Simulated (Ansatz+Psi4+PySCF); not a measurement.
# doublet AlF(+): levels of theory in one basis

```xyz
2

Al    0.0000    0.0000   -0.0088
F     0.0000    0.0000    1.6588
```

Basis set: cc-pVTZ on F; cc-pV(T+d)Z on Al (spherical functions). Correlated methods keep 6 orbitals frozen. Correlation on ROHF uses semicanonical orbitals with singles. Charge 1, multiplicity 2.

Computed with Ansatz (development build ahead of 0.2.0) and Psi4 1.11; each method stands on the lowest determinant of its kind that the runs found.

| method | E − E(ROHF) (eV) | <S²> of the determinant |
| --- | --- | --- |
| ROHF | 0.00 | 0.75 |
| UHF | -0.01 | 0.75 |
| ROHF-MP2 | -7.77 | – |
| UHF-MP2 | -7.78 | 0.75 |
